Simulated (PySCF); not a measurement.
Question: Give a PBE0-D3(BJ)/def2-TZVP geometry of 2-thiophenamine (`Nc1cccs1`).

Answer: 
```xyz
11
C4H5NS angstrom
N      2.1180    0.2742    0.0362
C      0.7327    0.2102    0.0393
C     -0.0735   -0.8423   -0.2940
C     -1.4521   -0.5051   -0.2587
C     -1.6798    0.7838    0.1033
S     -0.2030    1.6171    0.3834
H      2.5167    0.8291    0.7778
H      2.5525   -0.6347   -0.0077
H      0.3084   -1.8225   -0.5495
H     -2.2458   -1.2053   -0.4839
H     -2.6197    1.2967    0.2297
```

Any rigid rotation of these coordinates is as good. Atoms count from 1 in this order. The 5-membered ring C2–C3–C4–C5–S6 has internal angles of 92.2° to 113.3° (sum 540°, against 540° for a flat polygon); it is planar, 0.00 Å rms from its mean plane, widest ring torsion 1°. N1 (aniline-type nitrogen) is pyramidal (angles 114.8°, 112.9° and 111.0°, sum 338.6°, 0.30 Å off the plane of its three neighbours). The C–C distances run from 1.358 Å (C4–C5, aromatic) to 1.420 Å (C3–C4, aromatic), a spread of 0.062 Å. The 6 heavy atoms lie in one plane (0.017 Å rms).

Bonds between heavy atoms (Å): N1–C2 1.387, C2–C3 1.367, C3–C4 1.420, C4–C5 1.358, C5–S6 1.719, C2–S6 1.724.

The calculation used PBE0-D3(BJ)/def2-TZVP geometry optimisation, gas phase (PySCF).

PBE0-D3(BJ)/def2-TZVP frequencies: not computed here.
